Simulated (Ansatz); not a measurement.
# CH7AlO: the cost of one run

The runs use Ansatz 0.2.0, Gaussian basis; PBE0-D4, def2-SVP first, then def2-TZVP.

128 further runs of the same task are left out: 128 set aside as unsound or not needed.

**1. Where the work starts**

The guess: 10 atoms, charge 0, spin multiplicity 1.

Atoms are counted from 1 here; the program's logs count them from 0.

Bond lengths: Al1–O2 2.174 Å, Al1–H3 1.540 Å, Al1–H4 1.541 Å, Al1–H5 1.903 Å, Al1–C6 2.291 Å, O2–H7 0.953 Å, C6–H8 1.089 Å, C6–H9 1.096 Å, C6–H10 1.097 Å. Angles: O2–Al1–H3 107.8°, O2–Al1–H4 123.4°, O2–Al1–H5 36.0°, O2–Al1–C6 73.2°, H3–Al1–H4 117.4°, H3–Al1–H5 120.0°, H3–Al1–C6 125.7°, H4–Al1–H5 122.6°, H4–Al1–C6 103.2°, H5–Al1–C6 37.5°, Al1–O2–H7 151.1°, Al1–C6–H8 149.3°, Al1–C6–H9 94.0°, Al1–C6–H10 88.4°, H8–C6–H9 107.3°, H8–C6–H10 105.6°, H9–C6–H10 106.9°.

As a file:

```
Al   -0.9324    0.5097   -0.6455
O     1.2036    0.7643   -0.9615
H    -1.5366   -0.0573   -1.9437
H    -1.7937    1.4985    0.1634
H     0.7880   -0.0628   -0.0677
C     0.1268   -0.7104    0.9790
H     1.9656    0.7820   -1.5333
H     0.9995   -1.2724    1.3094
H    -0.1325   -0.0100    1.7818
H    -0.6882   -1.4416    0.9182
```

Distances that are to change: Al1–C6 2.29 Å, O2–H5 1.29 Å, Al1–O2 2.17 Å, H5–C6 1.40 Å.

**2. Constrained relaxation of the guess**

hold/in.yaml reads:

```yaml
crystal:
  periodic: [false, false, false]
  atoms:
    - {symbol: Al, position_ang: [-0.932400, 0.509700, -0.645500]}
    - {symbol: O, position_ang: [1.203600, 0.764300, -0.961500]}
    - {symbol: H, position_ang: [-1.536600, -0.057300, -1.943700]}
    - {symbol: H, position_ang: [-1.793700, 1.498500, 0.163400]}
    - {symbol: H, position_ang: [0.788000, -0.062800, -0.067700]}
    - {symbol: C, position_ang: [0.126800, -0.710400, 0.979000]}
    - {symbol: H, position_ang: [1.965600, 0.782000, -1.533300]}
    - {symbol: H, position_ang: [0.999500, -1.272400, 1.309400]}
    - {symbol: H, position_ang: [-0.132500, -0.010000, 1.781800]}
    - {symbol: H, position_ang: [-0.688200, -1.441600, 0.918200]}
basis:
  gaussian: {orbitals: def2-SVP}
hamiltonian: {xc: pbe0, dispersion: d4}
relax: {f_tol: 0.08, max_steps: 120, escape_saddle: false, constraints: [{distance: [0, 5]}, {distance: [1, 4]}, {distance: [0, 1]}, {distance: [4, 5]}]}
```

Launch:

```bash
ansatz run in.yaml --threads 2 --pin off --events-out ev --progress --plain --max-ram 4352MiB
```

**Question.** How long does this run take on 2 threads of Arm Neoverse V1, shared host?

About 13 s.
